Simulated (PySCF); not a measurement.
Which determinant of NaAl lies lowest?

Unrestricted PBE0; PySCF, spin-free X2C with a Gaussian nucleus, basis sets Na x2c-SVPall, Al x2c-SVPall. Outer shells of the fragments: Na 3s1; Al 3s2 3p1.

Followed along the bond (rough minima from three points):

| 2Ms+1 | unpaired | ⟨S²⟩ at the start | R at minimum (Å) | Te (eV) |
| --- | --- | --- | --- | --- |
| 1 | none | 0.00 | 3.19 | 0.00 |
| 3 | σ ↑, π ↑ | 2.00 | 3.00 | 0.11 |
| 1 | σ ↑, π ↓ | 1.01 | 3.07 | 0.28 |
| 3 | π ↑↑ | 2.01 | 2.68 | 0.99 |
| 1 | π ↑↓ | 1.01 | 2.69 | 1.19 |

Solutions found at the starting distance of 2.770 Å, counted from the lowest of them; the search is not exhaustive and high or unbound solutions are not listed, so other states can lie among these:

```csv
2Ms+1,unpaired,term,E (eV),⟨S²⟩,⟨Lz²⟩,μ (D)
3,"σ ↑, π ↑",³Π,0.00,2.00,1.00,-4.75
1,none,¹Σ⁺,0.04,0.00,0.00,-3.00
1,"σ ↑, π ↓",mixed,0.19,1.01,1.00,-4.40
3,π ↑↑,³Σ⁻,0.85,2.01,0.00,-6.79
1,π ↑↓,mixed,1.04,1.01,2.01,-6.50
3,σ ↑↑,³Σ⁺,1.17,2.00,0.00,4.67
1,none,mixed,1.66,0.00,2.00,-5.54
3,π ↑↑,mixed,3.14,2.01,2.01,1.83
```

A term symbol is given only where ⟨S²⟩ and ⟨Lz²⟩ are close to those of a pure state; real π, δ and φ orbitals otherwise mix terms. A positive dipole means Na(−)Al(+).

Question: Compare the gap between the two lowest followed solutions at the starting distance with the gap between their minima.

Answer: At PBE0 the second solution (triplet, unpaired electrons σ ↑, π ↑) lies -0.04 eV from the first (singlet, closed shell) at 2.770 Å and +0.11 eV at the minima; the two curves relax by different amounts, since their minima lie near 3.00 and 3.19 Å.

Counting both spins, an empty level lies below a filled one in some of these solutions, because spin and occupation are held.
